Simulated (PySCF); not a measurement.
## Basis-set dependence of population analyses: `FC[C@@H]1O[C@@H]1F`

Compound: C3H4F2O.
SMILES with atom numbers: `[F:1][CH2:2][C@@H:3]1[O:4][C@@H:5]1[F:6]` (hydrogens: H7, H8 on C2; H9 on C3; H10 on C5)

Geometry (PBE0-D3(BJ)/def2-SVP, Å), atoms numbered from 1 in this order:
```
atom  x, y, z in Å
F1    -0.3596   -1.4378    1.6320
C2     0.0964   -0.2118    1.2264
C3     0.4254   -0.2769   -0.2385
O4     0.7798    0.9678   -0.8469
C5    -0.4080    0.3940   -1.2289
F6    -1.5193    1.0358   -0.8263
H7     1.0036    0.0432    1.8004
H8    -0.6723    0.5533    1.4153
H9     1.0405   -1.1378   -0.5358
H10   -0.5003    0.0646   -2.2716
```

PBE0 throughout (PySCF), one geometry, spherical d and f functions. Geometry: PBE0-D3(BJ)/def2-SVP, one conformer, isolated molecule. The first 7 of 10 kinds of atom are listed.

Mulliken charges (e):

```tsv
basis	functions	F1	C2	C3	O4	C5	F6	H7
STO-3G	34	-0.107	-0.043	-0.033	-0.188	+0.105	-0.093	+0.085
6-31G	62	-0.335	+0.019	-0.067	-0.433	+0.317	-0.293	+0.184
pcSseg-0	62	-0.386	-0.002	-0.132	-0.598	+0.431	-0.338	+0.247
6-31G*	92	-0.334	+0.023	-0.051	-0.441	+0.380	-0.309	+0.172
cc-pVDZ	104	-0.238	+0.265	-0.092	-0.249	+0.317	-0.190	+0.047
def2-SVP	104	-0.274	+0.336	-0.086	-0.307	+0.332	-0.215	+0.046
aug-cc-pVDZ	174	-0.447	+0.752	+0.664	-0.612	+1.181	-0.474	-0.098
6-311+G(2d,p)	186	-0.252	-0.159	+0.130	-0.338	+0.333	-0.298	+0.152
def2-TZVP	210	-0.221	+0.012	+0.016	-0.283	+0.196	-0.193	+0.107
cc-pVTZ	236	-0.219	+0.147	-0.034	-0.253	+0.229	-0.184	+0.059
IGLO-III	250	-0.267	-0.005	+0.093	-0.260	+0.249	-0.250	+0.115
```

IAO charges (e):

```
        basis  functions      F1      C2      C3      O4      C5      F6      H7
       STO-3G         34  -0.134  -0.106  -0.074  -0.213  +0.126  -0.122  +0.131
        6-31G         62  -0.298  -0.005  +0.002  -0.369  +0.287  -0.273  +0.159
     pcSseg-0         62  -0.288  -0.003  -0.002  -0.378  +0.298  -0.266  +0.155
       6-31G*         92  -0.307  +0.032  +0.021  -0.388  +0.340  -0.286  +0.143
      cc-pVDZ        104  -0.309  +0.030  +0.020  -0.381  +0.336  -0.287  +0.143
     def2-SVP        104  -0.311  +0.035  +0.026  -0.386  +0.341  -0.288  +0.142
  aug-cc-pVDZ        174  -0.325  +0.030  +0.025  -0.396  +0.341  -0.298  +0.150
6-311+G(2d,p)        186  -0.325  +0.028  +0.025  -0.398  +0.341  -0.298  +0.152
    def2-TZVP        210  -0.324  +0.032  +0.024  -0.398  +0.346  -0.298  +0.150
      cc-pVTZ        236  -0.322  +0.031  +0.023  -0.395  +0.345  -0.297  +0.149
     IGLO-III        250  -0.326  +0.029  +0.024  -0.398  +0.343  -0.299  +0.151
```

Q: Which scheme is steadiest as the basis changes?

A: Largest range over the bases for any column: IAO 0.22 e, Mulliken 1.08 e. IAO charges move least and Mulliken charges most, counted in e. Without the minimal STO-3G basis the ranges are IAO 0.06, Mulliken 0.98 e.

Q: How much do the charges still move between the two largest bases, cc-pVTZ and IGLO-III?

A: At most, over all atoms: Mulliken 0.153 e, IAO 0.004 e.

Q: What do the same runs give for the total energy, the frontier levels and the dipole moment?

A: 
```csv
basis,energy (Eh),HOMO (eV),LUMO (eV),μ (D)
STO-3G,-385.8634,-5.03,6.12,0.60
6-31G,-391.0484,-8.73,1.75,1.37
pcSseg-0,-390.2359,-8.92,1.66,1.38
6-31G*,-391.1658,-8.48,2.11,1.10
cc-pVDZ,-391.1970,-8.53,1.89,1.15
def2-SVP,-390.8815,-8.68,1.80,1.18
aug-cc-pVDZ,-391.2328,-8.83,0.02,1.27
"6-311+G(2d,p)",-391.3034,-8.87,0.37,1.29
def2-TZVP,-391.3427,-8.80,1.24,1.24
cc-pVTZ,-391.3236,-8.73,1.38,1.21
IGLO-III,-391.3477,-8.84,0.85,1.26
```

The dipole is fixed by the density alone, so its range of 0.78 D shows that the density itself changes with the basis, not only its division among atoms.
